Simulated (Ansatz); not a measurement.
**1T (CdI2-type) HfS₂**

These are PBE0+SOC (plane waves, PAW; Ansatz, a program for electronic structure) values and carry that method's errors.

Run with plane-wave cutoff 460 eV, 9×9×4 k mesh (along the axes of the cell as run), Fermi–Dirac smearing 0.01 eV, PAW data made under PBE.

Cell (measured lattice):

```xyz
3
Lattice="3.6350 0.0000 0.0000 -1.8175 3.1480 0.0000 0.0000 0.0000 5.8370" Properties=species:S:1:pos:R:3 pbc="T T T"
Hf     0.0000     0.0000     0.0000
S      0.0000     2.0987     1.4284
S      1.8175     1.0493     4.4086
```

For 1T (CdI2-type) HfS₂, the band gap comes out as 2.52 eV (indirect). The smallest direct gap on the k points sampled comes out as 3.46 eV.

Measured, for comparison: band gap 1.8 eV (temperature not stated, not corrected to a static lattice, fundamental, indirect, our sources range from 1.80 to 1.96; as tabulated in Rybak et al. (2022), arXiv:2210.12074). Computed (rounded) less measured: band gap +0.72 eV (+0.56 eV to +0.72 eV over the range).

Note: cell and atoms aren't relaxed at this level (pressure 1.4 GPa).

Static lattice: no zero-point or thermal effects.

The result took very roughly 22 core-minutes.
